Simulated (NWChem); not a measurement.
# One shape, several levels: doublet [C2H6S2]+

We compute a comparison of 5 runs (UBLYP/cc-pVDZ, U-revPBE/cc-pVDZ, UPBE/cc-pVDZ, USVWN5/cc-pVDZ, UTPSS/cc-pVDZ) of doublet [C2H6S2]+. 

The calculation is run with NWChem 7.3.0.

## (1) The molecule

[C2H6S2]+ has 10 atoms, charge +1, and is taken as a doublet. As SMILES of the parent species, `CSSC`. The shape is that of a PBE0-D4/def2-TZVP optimisation. This is one conformer, not always the lowest. That shape belongs to the parent species and isn't relaxed for this state.

Bond lengths: C1–S2 1.805 Å, S2–S3 2.027 Å, S3–C4 1.805 Å, C1–H5 1.090 Å, C1–H6 1.089 Å, C1–H7 1.093 Å, C4–H8 1.093 Å, C4–H9 1.090 Å, C4–H10 1.089 Å. Some angles: C1–S2–S3 103.4°, S2–S3–C4 103.4°, S2–C1–H5 111.3°, S2–C1–H6 110.5°, S2–C1–H7 106.2°, S3–C4–H8 106.2°, S3–C4–H9 111.3°, S3–C4–H10 110.6°, H5–C1–H6 110.3°, H5–C1–H7 109.0°.

## (2) A single-point energy at UBLYP/cc-pVDZ (run 1)

Input file mymol.nw:

```
start mymol
title "C2H6S2"
memory stack 880 mb heap 220 mb global 1100 mb
charge 1

geometry units angstroms noautosym nocenter noautoz
  C    -1.051300    1.501800   -0.317200
  S     0.740400    1.356700   -0.153900
  S     0.967800   -0.119700    1.216900
  C     0.915200   -1.624600    0.221900
  H    -1.485400    0.595200   -0.738400
  H    -1.506100    1.726500    0.646700
  H    -1.228700    2.332500   -1.004300
  H     1.095800   -2.452600    0.911400
  H    -0.061400   -1.758100   -0.243200
  H     1.696600   -1.608900   -0.536800
end

basis spherical bse
  C library cc-pVDZ
  S library cc-pVDZ
  H library cc-pVDZ
end

dft
  xc becke88 lyp
  mult 2
  grid fine
  convergence energy 1e-08
  iterations 100
  mulliken
  print low
end

task dft
```

Launch:

```bash
nwchem mymol.nw > mymol.out
```

The program printed:

```text
[...]
 d= 0,ls=0.0,diis     1   -875.7801473747 -1.10D+03  4.16D-03  2.13D-01     6.0
[...]
 d= 0,ls=0.5,diis    24   -875.8349590711 -6.93D-09  7.29D-07  4.63D-07   111.9
[...]
         Total DFT energy =     -875.834959172037
      One electron energy =    -1638.402237725809
           Coulomb energy =      603.479321305127
    Exchange-Corr. energy =      -64.120623788645
 Nuclear repulsion energy =      223.208581037290
[...]
      Total Density - Mulliken Population Analysis
     ---------------------------------------------
    Atom       Charge   Shell Charges
 -----------   ------   -------------------------------------------------------
    1 C    6     6.10   2.02  0.68  0.44  2.11  0.82  0.04
    2 S   16    15.75   2.00  2.04  1.02  0.84  6.01  2.31  1.42  0.12
    3 S   16    15.75   2.00  2.04  1.02  0.84  6.01  2.31  1.42  0.12
    4 C    6     6.10   2.02  0.68  0.44  2.11  0.82  0.04
    5 H    1     0.90   0.73  0.14  0.03
    6 H    1     0.88   0.72  0.12  0.03
    7 H    1     0.88   0.72  0.12  0.03
    8 H    1     0.88   0.72  0.12  0.03
    9 H    1     0.90   0.73  0.14  0.03
   10 H    1     0.88   0.72  0.12  0.03
[...]
      <S2> =      0.7515 (Exact =     0.7500)
[...]
```

Wall time 2 min (1 thread of Intel Xeon Platinum 8488C (Sapphire Rapids), shared host); peak memory 0.12 GiB.

## (3) The energy at U-revPBE/cc-pVDZ (run 2)

Input file c2h6s2.nw:

```
start c2h6s2
memory 2200 mb
charge 1
geometry noautosym nocenter noautoz
  C     -1.051300     1.501800    -0.317200
  S      0.740400     1.356700    -0.153900
  S      0.967800    -0.119700     1.216900
  C      0.915200    -1.624600     0.221900
  H     -1.485400     0.595200    -0.738400
  H     -1.506100     1.726500     0.646700
  H     -1.228700     2.332500    -1.004300
  H      1.095800    -2.452600     0.911400
  H     -0.061400    -1.758100    -0.243200
  H      1.696600    -1.608900    -0.536800
end
basis "ao basis" spherical bse
  C library cc-pVDZ
  S library cc-pVDZ
  H library cc-pVDZ
end
dft
  xc revpbe cpbe96
  mult 2
  grid fine
  convergence energy 1e-08
  iterations 100
  mulliken
  print medium
end
task dft energy
```

Launch:

```bash
nwchem c2h6s2.nw > c2h6s2.out
```

The program printed:

```text
[...]
          Wavefunction type:  spin polarized.
          No. of atoms     :    10
          No. of electrons :    49
[...]
          Charge           :     1
          Spin multiplicity:     2
[...]
          AO basis - number of functions:    94
[...]
              XC Information
              --------------
                        RevPBE Exchange Functional  1.000
            Perdew 1991 LDA Correlation Functional  1.000 local
           PerdewBurkeErnz. Correlation Functional  1.000 non-local
[...]
 d= 0,ls=0.0,diis     1   -875.6775253501 -1.10D+03  4.20D-03  1.95D-01     5.7
[...]
 d= 0,ls=0.5,diis    29   -875.7290927789 -4.15D-09  9.60D-07  2.39D-07   134.9
[...]
         Total DFT energy =     -875.729092783514
      One electron energy =    -1638.393768353788
           Coulomb energy =      603.469355218749
    Exchange-Corr. energy =      -64.013260685765
 Nuclear repulsion energy =      223.208581037290
[...]
      Total Density - Mulliken Population Analysis
     ---------------------------------------------
    Atom       Charge   Shell Charges
 -----------   ------   -------------------------------------------------------
    1 C    6     6.14   2.01  0.68  0.48  2.09  0.85  0.03
    2 S   16    15.75   2.00  2.03  0.99  0.87  6.01  2.30  1.42  0.13
    3 S   16    15.76   2.00  2.03  0.99  0.87  6.01  2.30  1.42  0.13
    4 C    6     6.14   2.01  0.68  0.48  2.09  0.85  0.03
    5 H    1     0.88   0.73  0.12  0.03
    6 H    1     0.86   0.73  0.11  0.03
    7 H    1     0.86   0.72  0.11  0.03
    8 H    1     0.86   0.72  0.11  0.03
    9 H    1     0.88   0.73  0.12  0.03
   10 H    1     0.86   0.73  0.11  0.03
[...]
      <S2> =      0.7517 (Exact =     0.7500)
[...]
```

Wall time 2.3 min (1 thread of Intel Xeon Platinum 8488C (Sapphire Rapids), shared host); peak memory 0.12 GiB.

Run 3 isn't shown in full; the table further down has it.

## (4) The energy at USVWN5/cc-pVDZ (run 4)

Input file m1.xyz:

```xyz
10
C2H6S2
C     -1.051300     1.501800    -0.317200
S      0.740400     1.356700    -0.153900
S      0.967800    -0.119700     1.216900
C      0.915200    -1.624600     0.221900
H     -1.485400     0.595200    -0.738400
H     -1.506100     1.726500     0.646700
H     -1.228700     2.332500    -1.004300
H      1.095800    -2.452600     0.911400
H     -0.061400    -1.758100    -0.243200
H      1.696600    -1.608900    -0.536800
```

Input file run.py:

```python
from ase.io import read
from ase.calculators.nwchem import NWChem

molecule = read('m1.xyz')

calc = NWChem(
    label='m1',
    theory='dft',
    memory='2200 mb',
    basis='cc-pVDZ',
    basispar='spherical bse',
    charge=1,
    dft={'xc': 'slater vwn_5', 'mult': '2', 'grid': 'fine', 'convergence': 'energy 1e-08', 'iterations': '100', 'mulliken': None},
    task='energy',
)
molecule.calc = calc

print("Total energy (eV):", round(molecule.get_potential_energy(), 6))
```

Launch:

```bash
export ASE_NWCHEM_COMMAND="nwchem PREFIX.nwi > PREFIX.nwo"
python run.py
```

The program printed:

```text
Total energy (eV): -23738.886398
```

The calculator wrote m1.nwi:

```
title "m1"

permanent_dir m1

scratch_dir m1

start m1

geometry units angstrom nocenter noautosym noautoz
  C  -1.0512999999999999e+00 1.5018000000000000e+00 -3.1719999999999998e-01
  S  7.4039999999999995e-01 1.3567000000000000e+00 -1.5390000000000001e-01
  S  9.6779999999999999e-01 -1.1970000000000000e-01 1.2169000000000001e+00
  C  9.1520000000000001e-01 -1.6246000000000000e+00 2.2189999999999999e-01
  H  -1.4854000000000001e+00 5.9519999999999995e-01 -7.3839999999999995e-01
  H  -1.5061000000000000e+00 1.7264999999999999e+00 6.4670000000000005e-01
  H  -1.2286999999999999e+00 2.3325000000000000e+00 -1.0043000000000000e+00
  H  1.0958000000000001e+00 -2.4525999999999999e+00 9.1139999999999999e-01
  H  -6.1400000000000003e-02 -1.7581000000000000e+00 -2.4320000000000000e-01
  H  1.6966000000000001e+00 -1.6089000000000000e+00 -5.3680000000000005e-01
end

charge 1

memory 2200 mb

basis spherical bse noprint
   * library cc-pVDZ
end

dft
  xc slater vwn_5
  mult 2
  grid fine
  convergence energy 1e-08
  iterations 100
  mulliken
end

task dft energy
```

m1.nwo:

```text
Northwest Computational Chemistry Package (NWChem) 7.3.0
             --------------------------------------------------------

           Job information
           ---------------

    nwchem branch   = 7.3.0
    use scalapack   = T
    input           = m1.nwi
    prefix          = m1.
    data base       = m1/m1.db
    status          = startup
    nproc           =        1

           Memory information
           ------------------

[... 5 lines left out ...]
    hardfail = no
[... 38 lines left out ...]
            Nuclear Dipole moment (a.u.)
[... 86 lines left out ...]
          Convergence on density requested:  1.00D-05
[... 23 lines left out ...]
          Convergence aids based upon iterative change in
[... 31 lines left out ...]
 2-e energy   =     526.868337
[... 339 lines left out ...]
           Coulomb energy =      603.274502930603
[... 671 lines left out ...]
                     DFT Final Beta Molecular Orbital Analysis
[... 769 lines left out ...]
     Multipole analysis of the density
     ---------------------------------

     L   x y z        total         alpha         beta         nuclear
     -   - - -        -----         -----         ----         -------
     0   0 0 0      1.000000    -25.000000    -24.000000     50.000000

     1   1 0 0      0.322527    -24.108193    -22.860429     47.291149
[... 8 lines of this table left out ...]
     2   0 0 2    -24.979123    -64.835993    -60.567351    100.424221

 Task  times  cpu:      212.7s     wall:      212.7s
 Total times  cpu:      212.7s     wall:      212.7s
```

Wall time 3.6 min (1 thread of Intel Xeon Platinum 8488C (Sapphire Rapids), shared host); peak memory 0.12 GiB.

## (5) The energy at UTPSS/cc-pVDZ (run 5)

Input file geom.nw:

```
echo
start geom
title "C2H6S2"
memory stack 880 mb heap 220 mb global 1100 mb
charge 1

geometry noautosym nocenter noautoz
 C     -1.051300     1.501800    -0.317200
 S      0.740400     1.356700    -0.153900
 S      0.967800    -0.119700     1.216900
 C      0.915200    -1.624600     0.221900
 H     -1.485400     0.595200    -0.738400
 H     -1.506100     1.726500     0.646700
 H     -1.228700     2.332500    -1.004300
 H      1.095800    -2.452600     0.911400
 H     -0.061400    -1.758100    -0.243200
 H      1.696600    -1.608900    -0.536800
end

basis "ao basis" spherical bse
 * library cc-pVDZ
end

dft
 xc xtpss03 ctpss03
 mult 2
 grid fine
 convergence energy 1e-08
 iterations 100
 mulliken
end

task dft energy
```

Launch:

```bash
nwchem geom.nw > geom.out
```

The program printed:

```text
[...]
          Wavefunction type:  spin polarized.
          No. of atoms     :    10
          No. of electrons :    49
[...]
          Charge           :     1
          Spin multiplicity:     2
[...]
          AO basis - number of functions:    94
[...]
              XC Information
              --------------
                  TPSS metaGGA Exchange Functional  1.000
             TPSS03 metaGGA Correlation Functional  1.000
[...]
 d= 0,ls=0.0,diis     1   -875.9058594789 -1.10D+03  4.00D-03  1.79D-01     6.7
[...]
 d= 0,ls=0.5,diis    25   -875.9585256798 -7.89D-09  7.98D-07  3.23D-08   152.1
[...]
         Total DFT energy =     -875.958525688783
      One electron energy =    -1638.406180715748
           Coulomb energy =      603.497365787316
    Exchange-Corr. energy =      -64.258291797641
 Nuclear repulsion energy =      223.208581037290
[...]
      Total Density - Mulliken Population Analysis
     ---------------------------------------------
    Atom       Charge   Shell Charges
 -----------   ------   -------------------------------------------------------
    1 C    6     6.15   2.01  0.68  0.47  2.08  0.86  0.04
    2 S   16    15.76   2.00  2.03  0.99  0.88  6.01  2.31  1.42  0.13
    3 S   16    15.76   2.00  2.03  0.99  0.88  6.01  2.31  1.42  0.12
    4 C    6     6.15   2.01  0.68  0.47  2.08  0.86  0.04
    5 H    1     0.88   0.74  0.11  0.03
    6 H    1     0.86   0.73  0.10  0.03
    7 H    1     0.86   0.73  0.10  0.03
    8 H    1     0.86   0.73  0.10  0.03
    9 H    1     0.88   0.74  0.11  0.03
   10 H    1     0.86   0.73  0.10  0.03
[...]
      <S2> =      0.7525 (Exact =     0.7500)
[...]
```

Wall time 2.7 min (1 thread of Intel Xeon Platinum 8488C (Sapphire Rapids), shared host); peak memory 0.12 GiB.

## (6) Overview of the runs

```csv
run,level,energy (Eh),⟨S²⟩,wall time
1,UBLYP/cc-pVDZ,-875.834959,0.751,2 min
2,U-revPBE/cc-pVDZ,-875.729093,0.752,2.3 min
3,UPBE/cc-pVDZ,-875.437805,0.752,2 min
4,USVWN5/cc-pVDZ,-872.387991,0.751,3.6 min
5,UTPSS/cc-pVDZ,-875.958526,0.752,2.7 min
```

## (7) Outcome

| quantity | value |
| --- | --- |
| run 5: total energy | -875.95853 Eh |
| run 5: HOMO energy (highest over α and β) | -11.88 eV |
| run 5: LUMO energy (lowest over α and β) | -11.65 eV |
| run 5: ⟨S²⟩ | 0.752 |

**Reading.** Totals of different functionals can't be ranked against each other. All runs together took 13 min, the longest 3.6 min.
